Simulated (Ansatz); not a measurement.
I need a rigid torsion scan of CH4O4, SMILES OC(O)(O)O. Use Ansatz 0.2.0, Python API. Level of theory (for the species named): r2scan0, 6-31G* basis, multiplicity 1.

```xyz
9

O    -1.0090   -0.2005   -1.0369
C    -0.0163   -0.0400   -0.1539
O     0.7588    1.0551   -0.4570
O     0.8451   -1.1661   -0.0930
O    -0.5277    0.1772    1.0996
H    -1.8284   -0.0773   -0.4659
H     1.4845    0.6383   -1.0106
H     0.5486   -1.5227    0.7652
H    -0.1670    1.0897    1.3353
```

`ch4o4.py`
```python
"""Rigid torsion scan of CH4O4."""

import warnings

import ansatz as az
from ase import Atoms

BASIS_SET = "6-31G*"
FUNCTIONAL = "r2scan0"
FORCE_TOL = 0.02

warnings.simplefilter("ignore", az.DeckWarning)

atoms = Atoms(["O", "C", "O", "O", "O", "H", "H", "H", "H"], positions=[
    (-1.009, -0.2005, -1.0369),
    (-0.0163, -0.04, -0.1539),
    (0.7588, 1.0551, -0.457),
    (0.8451, -1.1661, -0.093),
    (-0.5277, 0.1772, 1.0996),
    (-1.8284, -0.0773, -0.4659),
    (1.4845, 0.6383, -1.0106),
    (0.5486, -1.5227, 0.7652),
    (-0.167, 1.0897, 1.3353),
])

# start the scan from a relaxed geometry
first = (
    az.Crystal.molecule_from_ase(atoms).calculation()
    .basis(gaussian=BASIS_SET)  # atom-centred Gaussian functions
    .functional(FUNCTIONAL)
    .accuracy("medium")  # preset for grids and thresholds
    .scf(lower_state_search="light")
    .relax(force_tolerance=FORCE_TOL, max_steps=80)
)
atoms.positions = first.run(threads=1, pin="off").report["positions_ang"]

start = atoms.get_dihedral(0, 1, 2, 6)
energies = {}
for turn in range(0, 360, 30):
    turned = atoms.copy()
    turned.set_dihedral(0, 1, 2, 6, start + turn, indices=[2, 6])
    setup = (
        az.Crystal.molecule_from_ase(turned).calculation()
        .basis(gaussian=BASIS_SET)  # atom-centred Gaussian functions
        .functional(FUNCTIONAL)
        .accuracy("medium")
        .scf(lower_state_search="light")
    )
    energies[round((start + turn) % 360)] = setup.run(threads=1, pin="off").report["free_energy_ev"]
floor = min(energies.values())
print("dihedral O0-C1-O2-H6 (deg)   E - E(min) (kJ/mol)")
for angle, e in sorted(energies.items()):
    print(f"{angle:8d} {96.485332 * (e - floor):14.3f}  " + "#" * int(30 * (e - floor) / max(max(energies.values()) - floor, 1e-9)))
```

```console
$ python ch4o4.py
dihedral O0-C1-O2-H6 (deg)   E - E(min) (kJ/mol)
      16         25.845  ################
      46         26.190  #################
      76         25.981  #################
     106         35.287  #######################
     136         45.721  ##############################
     166         40.807  ##########################
     196         27.920  ##################
     226         15.878  ##########
     256          5.125  ###
     286          0.000
     316          4.996  ###
     346         16.803  ###########
```

These settings explore the input space; basis and method may be short of convergence. The scan is rigid and the energies are electronic, in a modest basis. With rigid groups the curve can differ much from the relaxed path, the start wasn't checked as a minimum of this torsion, and equivalent turns needn't return to the same energy. It ran for 86 s on 1 thread of Arm Neoverse V2 (shared host), peak memory 0.25 GiB.

(Lines on the test bed's own set-up are left out of the output.)
